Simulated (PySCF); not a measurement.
Does the answer move with the share of exact exchange?

Species: C₅H₇Cl.
SMILES: `ClC=C1CCC1`

PySCF, pcSseg-1 basis, density fitting, gas phase, PBE0-D3(BJ)/def2-SVP geometry. One functional is left out:

```json
{"functional": "B97-D", "exact exchange (%)": "0", "HOMO energy (eV)": "-5.68", "LUMO energy (eV)": "-0.94", "dipole moment (D)": "1.953"}
{"functional": "BLYP", "exact exchange (%)": "0", "HOMO energy (eV)": "-5.54", "LUMO energy (eV)": "-0.88", "dipole moment (D)": "1.876"}
{"functional": "BP86", "exact exchange (%)": "0", "HOMO energy (eV)": "-5.81", "LUMO energy (eV)": "-1.11", "dipole moment (D)": "1.966"}
{"functional": "LDA", "exact exchange (%)": "0", "HOMO energy (eV)": "-5.83", "LUMO energy (eV)": "-1.20", "dipole moment (D)": "1.998"}
{"functional": "OPBE", "exact exchange (%)": "0", "HOMO energy (eV)": "-5.70", "LUMO energy (eV)": "-0.97", "dipole moment (D)": "1.957"}
{"functional": "PBE", "exact exchange (%)": "0", "HOMO energy (eV)": "-5.70", "LUMO energy (eV)": "-1.03", "dipole moment (D)": "1.926"}
{"functional": "B3LYP", "exact exchange (%)": "20", "HOMO energy (eV)": "-6.64", "LUMO energy (eV)": "-0.30", "dipole moment (D)": "2.009"}
{"functional": "PBE0", "exact exchange (%)": "25", "HOMO energy (eV)": "-6.86", "LUMO energy (eV)": "-0.09", "dipole moment (D)": "2.076"}
{"functional": "mPW1PW91", "exact exchange (%)": "25", "HOMO energy (eV)": "-6.90", "LUMO energy (eV)": "-0.11", "dipole moment (D)": "2.084"}
{"functional": "BHandHLYP", "exact exchange (%)": "50", "HOMO energy (eV)": "-7.87", "LUMO energy (eV)": "0.98", "dipole moment (D)": "2.159"}
```

Question: Predict the row of B97-2 (21 % exact exchange) by straight lines through the other rows, and check it.

Answer: 
```csv
property,line,computed,computed − line,"B3LYP (20 %), for comparison"
HOMO energy (eV),-6.65,-6.63,+0.02,-6.64
LUMO energy (eV),-0.21,-0.15,+0.06,-0.30
dipole moment (D),2.041,2.066,+0.025,2.009
```

Question: Which of these properties follows the share of exact exchange most closely, and which least?

Answer: Most closely the HOMO energy, least the dipole moment; the correlations over the tabulated rows are HOMO energy -0.994, LUMO energy 0.990, dipole moment 0.916. The HOMO energy moves by -0.443 eV for every 10 %. Functionals with the same share still differ in their other parts: at 0 % BLYP and LDA differ by 0.29 eV in it.
